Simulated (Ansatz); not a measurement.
## Property card for Sr2CdPt2

Method: DFT r2SCAN, scalar-relativistic, plane waves, PAW (Ansatz).

Settings: cutoff 500 eV, Γ-centred mesh 10×10×10 on the computed 5-atom cell, Gaussian smearing of 0.10 eV; no spin polarisation.

The structure is relaxed at this level of theory with its symmetry kept.

```cif
data_structure
_symmetry_space_group_name_H-M 'Immm'
_symmetry_Int_Tables_number 71
_cell_length_a 4.5403
_cell_length_b 5.9831
_cell_length_c 9.1635
_cell_angle_alpha 90.000
_cell_angle_beta 90.000
_cell_angle_gamma 90.000
_cell_volume 248.93
loop_
_atom_site_label
_atom_site_type_symbol
_atom_site_symmetry_multiplicity
_atom_site_Wyckoff_symbol
_atom_site_fract_x
_atom_site_fract_y
_atom_site_fract_z
_atom_site_occupancy
Sr1 Sr 4 j 0.00000 0.50000 0.20037 1
Cd1 Cd 2 a 0.00000 0.00000 0.00000 1
Pt1 Pt 4 h 0.50000 0.72722 0.00000 1
```

```json
{
 "Space group": "Immm (No. 71)",
 "Volume per atom": "24.89 Å³",
 "Formation energy from the elements' standard states (uncorrected)": "-0.812 eV/atom",
 "Generalised Kohn–Sham band gap": "none (metal)",
 "Density of states at the Fermi level": "2.46 states/eV per cell",
 "Bader charges (e)": "Sr (2 in the cell) 1.34, Cd (1 in the cell) -0.05, Pt (2 in the cell) -1.32"
}
```

Spin-orbit coupling is left out, which matters for the bands of heavy elements.

Cost: 1 run of about 7.8 core-minutes, on Arm Neoverse V1 (shared hosts).